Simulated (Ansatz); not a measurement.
Antifluorite Mg2Sn, treated with Hartree–Fock in Ansatz (plane waves, PAW).

Numerical settings: plane-wave cutoff 460 eV, 6×6×6 k mesh, Fermi–Dirac smearing 0.01 eV, scalar-relativistic PAW data made under PBE.

Equation-of-state points:

```
V (Å³/atom)  E − E_lowest (meV/atom)  P (GPa)
-----------  -----------------------  -------
25.710                         12.99    2.868
26.548                          2.48    1.189
27.226                          0.00    0.004
27.909                          2.27   -1.052
28.590                          8.76   -1.983
```

Task: Estimate the bulk modulus and its pressure derivative from these points.

Result: V0 = 27.230 Å³/atom, B0 = 44.7 GPa, B′ = 3.8 (fit to the energies at full precision).

Measured, for comparison: equilibrium volume per atom 25.82 Å³/atom (temperature not stated, not corrected to a static lattice; as tabulated in Freccero, Grin, Wagner, Dalton Trans. (2023), ESI). Computed (rounded) less measured: equilibrium volume per atom +5.5 %.

Spin–orbit coupling is not included.

The computed numbers hold no vibrational or temperature effects.

The result took about 14 core-minutes (a rough figure).

Ansatz is a program for electronic structure.
